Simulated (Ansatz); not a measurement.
# LiO (lithium monoxide): UPBE-QIDH/def2-TZVPPD

What is the energy change on altering one bond length of LiO (lithium monoxide) at UPBE-QIDH/def2-TZVPPD? 

The results are computed with Ansatz 0.2.0.

35 further runs of the same task are left out: 35 set aside as unsound or not needed.

## Step 1: The system as given

LiO has 2 atoms, charge 0, and is taken as a doublet. SMILES: `[Li][O]`. The shape is that of a PBE0-D4/def2-TZVP optimisation.

Bond lengths: Li1–O2 1.681 Å.

## Step 2: A single-point energy at UPBE-QIDH/def2-TZVPPD

in.yaml reads:

```yaml
crystal:
  periodic: [false, false, false]
  atoms:
    - {symbol: Li, position_ang: [-0.000000, -0.000000, -0.057440]}
    - {symbol: O, position_ang: [0.000000, 0.000000, 1.623240]}
basis:
  gaussian:
    orbitals: def2-TZVPPD.json
total_charge: 0
magnetization:
  spin_polarized: true
  initial_magnetization: 1
hamiltonian:
  xc: {name: PBE-QIDH}
correlation:
  frozen_orbitals: {Li: 0, O: 1}
accuracy: high
output:
  orbitals: {seedname: orbitals}
```

The basis set def2-TZVPPD is read from a file made from the Basis Set Exchange's data (not shown).

Started as:

```bash
$ ansatz run in.yaml --threads 1 --pin off --max-ram 3480MiB --events-out events.jsonl --progress --plain --runs-dir runs
```

The log of the run:

```text
Warning: RAYON_NUM_THREADS=1 ignored (pool sized by the plan → 1); use --threads N
Functional definition: PBE-QIDH
  name "PBE-QIDH"
  parameter a = 3^(-1/3)
  parameter c = 1/3
  exchange = (1 - a)*pbe_x + a*exact_x
  correlation = (1 - c)*pbe_c + c*(mp2_os + mp2_ss)
880 factors; integrals over basis functions are off by at most 3.9e-9 eV
mean field evaluation 1: about -2243.3076 eV, gradient 2.4e1 eV
mean field evaluation 2: about -2243.3092 eV, gradient 2.4e1 eV
mean field evaluation 4: about -2245.4418 eV, gradient 9.2e-1 eV
mean field evaluation 8: about -2245.4471 eV, gradient 2.2e-2 eV
mean field evaluation 16: about -2245.4471 eV, gradient 3.3e-5 eV
mean field evaluation 32: about -2245.4457 eV, gradient 6.5e-2 eV
mean field -2245.44708997 eV, -82.5186585377 hartree, gradient 3.8e-8 eV, S^2 0.755803; 2 other end points of the search recorded, 0 dependent functions left out
1 core orbitals not correlated: weight in the atoms' cores, before any rotation towards them, 1.000 or more for the frozen orbitals, at most 0.000 for the correlated occupied ones
reference -2245.44709124 eV, -82.5186585845 hartree; 5, 4 occupied and 56, 57 virtual orbitals, 880 factors
second order -7.14904401 eV of doubles, -0.00000000 eV of singles
Total energy: -2247.83010591 eV, -82.6062327583 hartree
```

Wall time 3.3 s (1 thread of Arm Neoverse V2, shared host); peak memory 0.15 GiB.

## Step 3: The distorted shape at the same level

job.yaml reads:

```yaml
crystal:
  periodic: [false, false, false]
  atoms:
    - {symbol: Li, position_ang: [-0.000000, -0.000000, -1.401960]}
    - {symbol: O, position_ang: [0.000000, 0.000000, 1.623240]}
basis:
  gaussian: {orbitals: def2-TZVPPD.json}
magnetization: {spin_polarized: true, initial_magnetization: 1}
hamiltonian: {xc: {name: PBE-QIDH}}
correlation: {frozen_orbitals: {Li: 0, O: 1}}
accuracy: high
output: {orbitals: {seedname: orbitals}}
```

The basis set def2-TZVPPD is read from a file made from the Basis Set Exchange's data (not shown).

Started as:

```bash
$ ansatz run job.yaml --threads 1 --pin off --max-ram 3480MiB --events-out events.jsonl --progress --plain --runs-dir runs
```

The log of the run:

```text
Warning: RAYON_NUM_THREADS=1 ignored (pool sized by the plan → 1); use --threads N
[... 6 set-up lines as earlier in the session ...]
856 factors; integrals over basis functions are off by at most 3.7e-9 eV
mean field evaluation 1: about -2240.2355 eV, gradient 2.4e1 eV
mean field evaluation 2: about -2240.2357 eV, gradient 2.4e1 eV
mean field evaluation 4: about -2242.5751 eV, gradient 6.6e0 eV
mean field evaluation 8: about -2242.9044 eV, gradient 3.9e-1 eV
mean field evaluation 16: about -2243.0457 eV, gradient 1.1e-1 eV
mean field evaluation 32: about -2243.0410 eV, gradient 1.0e0 eV
mean field evaluation 64: about -2229.0310 eV, gradient 2.5e1 eV
mean field evaluation 96: about -2242.6825 eV, gradient 6.6e-7 eV
mean field -2243.04698219 eV, -82.4304562035 hartree, gradient 1.3e-8 eV, S^2 1.360079; 11 other end points of the search recorded, 0 dependent functions left out
1 core orbitals not correlated: weight in the atoms' cores, before any rotation towards them, 1.000 or more for the frozen orbitals, at most 0.000 for the correlated occupied ones
reference -2243.04698338 eV, -82.4304562473 hartree; 5, 4 occupied and 56, 57 virtual orbitals, 856 factors
second order -6.36821304 eV of doubles, -0.00000000 eV of singles
Total energy: -2245.16972106 eV, -82.5084654182 hartree
```

It took 7.2 s on 1 thread of Arm Neoverse V2, shared host; peak memory 0.16 GiB.

## Step 4: Outcome

Level: UPBE-QIDH/def2-TZVPPD, 1 core orbital frozen.

```
                                                                 quantity         value
                                                first shape: total energy  -82.60623 Eh
    first shape: HOMO energy (SCF part's orbitals) (highest over α and β)      -8.25 eV
     first shape: LUMO energy (SCF part's orbitals) (lowest over α and β)      -0.49 eV
                                                        first shape: ⟨S²⟩         0.756
                                            distorted shape: total energy  -82.50847 Eh
distorted shape: HOMO energy (SCF part's orbitals) (highest over α and β)      -5.20 eV
 distorted shape: LUMO energy (SCF part's orbitals) (lowest over α and β)      -1.21 eV
                                                    distorted shape: ⟨S²⟩         1.360
       energy change with the Li1–O2 bond stretched from 1.681 to 3.025 Å      2.660 eV
```

**Reading.** With the Li1–O2 bond stretched from 1.681 to 3.025 Å the energy rises by 2.66 eV (61 kcal/mol). The first shape isn't relaxed at this level, so the change isn't measured from a minimum. ⟨S²⟩ (distorted shape) is 1.36 where a pure doublet has 0.75: the reference is spin-contaminated.
